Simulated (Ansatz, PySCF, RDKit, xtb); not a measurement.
Dimer: C2H2 (SMILES C#C) (first 4 atoms) with H2O (SMILES O); geometry from S66by8 set.
(charge 0, multiplicity 1):
| atom | x (Å) | y (Å) | z (Å) |
|---|---|---|---|
| C | -0.9252 | 0.0394 | 0.0309 |
| H | 0.1407 | 0.0091 | 0.0063 |
| C | -2.1370 | 0.0732 | 0.0583 |
| H | -3.1976 | 0.1035 | 0.0829 |
| O | 2.1474 | -0.0680 | -0.0539 |
| H | 2.7178 | -0.6577 | 0.4432 |
| H | 2.7194 | 0.2830 | -0.7392 |

Interaction energies are E(AB) − E(A) − E(B) at the monomers' geometry in the complex; basis-set methods are counterpoise corrected. Rows marked so take none. RDKit's UFF carries no charges.

Rows in 3-21G, 6-31G* carry no dispersion term and start afresh at each structure (6-31G* with six Cartesian d functions).

Codes used: Ansatz (Gaussian orbitals); PySCF for 3-21G rows, 6-31G* rows, the dispersion terms; RDKit for the force fields; xtb for the GFN methods. Each number belongs to the level named beside it.

```tsv
level	interaction energy (kJ/mol)
UFF	45.9
GFN1-xTB	-1.3
HF/6-31G*	-9.2
HF/6-31G* (no counterpoise)	-11.6
PBE/def2-TZVPPD	-9.5
PBE-D4/def2-TZVPPD	-11.3
B3LYP/3-21G (no counterpoise)	-42.8
B3LYP/6-31G* (no counterpoise)	…
wB97M-V/def2-TZVPPD	…
```

### Question
Fill in the missing entries.

### Answer

- B3LYP/6-31G* (no counterpoise), interaction energy (kJ/mol): -16.5
- wB97M-V/def2-TZVPPD, interaction energy (kJ/mol): -10.6

Ansatz is a program for electronic structure.
